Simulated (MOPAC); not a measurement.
MOPAC input (PM3):

```
PM3 FORCE THERMO(298,298) PRECISE LET CHARGE=-1 GEO-OK AUX(PRECISION=9) THREADS=1
C4H5

C    -0.01785954 1   -0.09143406 1    2.05231762 1
C    -0.00590379 1   -0.00385010 1    0.71118609 1
C     0.00500240 1    0.07232900 1   -0.50523461 1
C     0.01783084 1    0.17322894 1   -1.91917801 1
H    -0.94194464 1   -0.12712916 1    2.60646346 1
H     0.89635403 1   -0.12869917 1    2.62250249 1
H     0.03914066 1    1.21726663 1   -2.27984409 1
H     0.89945377 1   -0.32458809 1   -2.35378282 1
H    -0.87421413 1   -0.29341117 1   -2.36666280 1
```

Problem. Which zero-point energy does it print?

Solution. 43.72 kcal/mol, from the harmonic wavenumbers of PM3.
